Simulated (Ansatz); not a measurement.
**How far a parabola holds: energy against volume of zinc-blende BAs**

Zinc-blende BAs, treated with revPBE in Ansatz (PAW). Numerical settings: plane-wave cutoff 520 eV, 12×12×12 k mesh, Fermi–Dirac smearing 0.01 eV, scalar-relativistic PAW data made under PBE. The cell has no free parameter but its volume, and all volumes share cutoff and mesh, without spin polarisation. Energies are free energies at the run's smearing, counted from the lowest row; static lattice.

| V (Å³/atom) | E (meV/atom) |
|---|---|
| 13.265 | ? |
| 13.548 | 9.57 |
| 13.830 | 2.31 |
| 14.112 | 0.00 |
| 14.394 | 2.14 |
| 14.677 | 8.30 |

Problem. Fit E against V with a parabola, and predict the withheld value at V = 13.265.

Solution. With u = V - 14.1, the rows have u = -0.5520, -0.2700, 0.0120, 0.2940, 0.5770. Least squares gives E = 0.013 - 1.656·u + 28.048·u². Residuals (row less fit): 0.097, -0.195, 0.003, 0.190, -0.095; standard error 0.215 (degrees of freedom: 2). The fitted curve has its minimum at V = 14.1, where E = -0.01. Its curvature is d²E/dV² = 2 × 28.048 meV/Å⁶, so B = V0·d²E/dV² = 14.130 × 56.096 × 0.16022 = 127 GPa. At the withheld row, u = -0.8350, so E = 0.013 - 1.656 × (-0.8350) + 28.048 × (-0.8350)² = 20.952 meV/atom. The calculation gives 22.29 meV/atom, 1.338 meV/atom above the prediction (6.0 % of the range of E in the table). The row lies outside the fitted rows, so this is an extrapolation.

The residuals are curvature that a parabola lacks, not noise. A solid that stiffens under compression and softens on expansion lies above the parabola at the compressed end and under it at the expanded end, as this row does. A third-order Birch-Murnaghan fit to the whole scan has B0 = 126 GPa. Only scans are tabulated whose curvature falls smoothly with volume, and where the parabola meets the shown rows within 5 % of their range and misses the end by 0.1 meV or more.

Measured, for comparison: bulk modulus 142 GPa (temperature not stated, no zero-point or thermal correction; as tabulated in PMC11618452 (zinc blende boron arsenide), quoting Tian et al.). Computed (rounded) less measured: bulk modulus -11 %.

Ansatz is a quantum-chemistry and plane-wave program.
